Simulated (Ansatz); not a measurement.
Mulliken charges of `C[O][AlH2]` from r2SCAN/def2-TZVPP in Ansatz (PBE0-D4/def2-TZVP geometry).

| atom | x (Å) | y (Å) | z (Å) | charge (e) |
| --- | --- | --- | --- | --- |
| C1 | -0.459 | 1.087 | -0.422 | 0.029 |
| O2 | -0.580 | -0.252 | -0.044 | -0.400 |
| Al3 | 0.506 | -1.419 | 0.508 | 0.553 |
| H4 | -0.793 | 1.218 | -1.457 | 0.050 |
| H5 | 0.573 | 1.455 | -0.350 | 0.044 |
| H6 | -1.088 | 1.717 | 0.215 | 0.050 |
| H7 | 2.032 | -1.022 | 0.673 | -0.173 |
| H8 | -0.098 | -2.841 | 0.821 | -0.154 |

Task: By hand: the dipole of these point charges (1 e Å = 4.8032 D).

Result: Σ q r = (0.093, 0.173, -0.034) e Å, of length 0.199 e Å = 0.96 D.

Task: How does the dipole of the full density compare? (An estimate is asked.)

Result: The calculation gave: (0.086, 0.168, -0.034) e Å, 0.92 D; the point charges give 1.04 times that, at 1° from its direction.

Point charges leave out the atoms' own dipoles, such as those of lone pairs, and Mulliken's split depends on the basis, so the close match here is no proof of good charges.
